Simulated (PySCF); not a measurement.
chloroethane, C₂H₅Cl

Geometry:
```
atom   x (Å)   y (Å)   z (Å)
  C1  -0.793   0.059  -0.065
  C2   0.689  -0.202   0.009
 Cl3   1.590   1.270   0.477
  H4  -1.183   0.377   0.903
  H5  -1.017   0.835  -0.798
  H6  -1.312  -0.857  -0.362
  H7   1.096  -0.516  -0.951
  H8   0.932  -0.958   0.755
```

Method used: PySCF 2.14.0, quadratic response CAM-B3LYP/aug-cc-pVTZ first hyperpolarisability, Taylor convention, gas phase. Geometry: PBE0-D3(BJ)/def2-TZVP.

Q: Give the tensor of the static β(0;0,0) in the axes of these coordinates.

A: In au, Taylor convention; rows are the first index (the induced dipole):
|  | xx | yy | zz | xy | xz | yz |
| --- | --- | --- | --- | --- | --- | --- |
| x | -6.9 | +13.1 | +4.3 | -6.3 | -3.0 | +3.3 |
| y | -6.3 | +3.0 | -10.4 | +13.1 | +3.3 | +9.5 |
| z | -3.0 | +9.5 | -9.2 | +3.3 | +4.3 | -10.4 |

Norm of βᵢ = ⅓ Σⱼ (βᵢⱼⱼ + βⱼᵢⱼ + βⱼⱼᵢ): 17.5 au, hyper-Rayleigh value 13.0 au.
